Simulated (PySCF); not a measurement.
## Ionisation energy of He by level of theory

He 1s2 (1S) → He+ 1s1 (2S), as a difference of total energies. All numbers are calculated (PySCF 2.14, no relativity, point nucleus, in def2-QZVPPD). Correlated levels: valence: nothing frozen. The calculations carry no spin-orbit coupling.

```tsv
method	ionisation energy (eV)	error (eV)
UHF	23.451	-1.136
LDA	24.303	-0.284
PBE	24.468	-0.119
PBE0	24.450	-0.137
r2SCAN	24.623	+0.036
M06	24.771	+0.184
PW91	24.577	-0.010
PBEsol	24.167	-0.420
TPSSh	24.734	+0.147
MP2 (valence)	24.415	-0.172
SCS-MP2 (valence)	24.608	+0.021
```

Reference: 24.587 eV (measured; NIST Atomic Spectra Database, ionization energies).

Errors of the correlated levels include the incompleteness of this basis.
